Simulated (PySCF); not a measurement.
hydrogen isocyanide (CHN), SMILES [NH+]#[C-]. Geometry optimised at B3LYP-D3(BJ)/def2-TZVPD.

TDA-PBE/def2-TZVPD (PySCF) puts the lowest singlet excitations at 7.38, 8.18, 8.18, 8.62, 8.81, 8.88 eV and the lowest triplet (TDA) at 5.67 eV.

**Question.** What are the lowest singlet roots from EOM-CCSD/aug-cc-pVDZ run with PySCF? (An estimate is asked for; the answer gives what the named calculation found.)

**Answer.** 8.33, 8.33, 8.50, 8.93, 9.92, 10.04 eV; triplets 6.17, 6.17, 7.24 eV. S1 differs by 0.95 eV (second minus first; roots are paired by order, and the bases may differ).
